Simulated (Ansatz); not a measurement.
One change: `C#CC(N)(F)S` becomes `C#CC(C)(N)S`.

Ansatz, PBE0-D4/def2-TZVP geometries, multiplicity 1. Each molecule was computed in one conformer, which needn't be the lowest.

```csv
property,`C#CC(N)(F)S`
HOMO energy (ωB97M-V/def2-TZVPP) / eV,-9.57
HOMO–LUMO gap (PBE0/def2-TZVPP) / eV,6.96
LUMO energy (ωB97M-V/def2-TZVPP) / eV,1.62
HOMO–LUMO gap (PBE/def2-TZVPP) / eV,4.72
size of the dipole moment (ωB97M-V/def2-TZVPP) / D,2.09
HOMO–LUMO gap (ωB97M-V/def2-TZVPP) / eV,11.20
```

Q: What does the change do to each property? (Best estimate.)

A: Ansatz gave: 
| property | `C#CC(C)(N)S` | shift |
| --- | --- | --- |
| HOMO energy (ωB97M-V/def2-TZVPP) / eV | -9.27 | 0.30 |
| HOMO–LUMO gap (PBE0/def2-TZVPP) / eV | 7.29 | 0.33 |
| LUMO energy (ωB97M-V/def2-TZVPP) / eV | 2.16 | 0.54 |
| HOMO–LUMO gap (PBE/def2-TZVPP) / eV | 4.98 | 0.26 |
| size of the dipole moment (ωB97M-V/def2-TZVPP) / D | 1.63 | -0.46 |
| HOMO–LUMO gap (ωB97M-V/def2-TZVPP) / eV | 11.43 | 0.23 |

With PBE0 the HOMO rises by 0.34 eV and the LUMO rises by 0.66 eV, so the gap widens by about 0.32 eV. PBE moves the HOMO by 0.34 eV and ωB97M-V by 0.30 eV. Dipoles are sizes alone; their direction can turn.
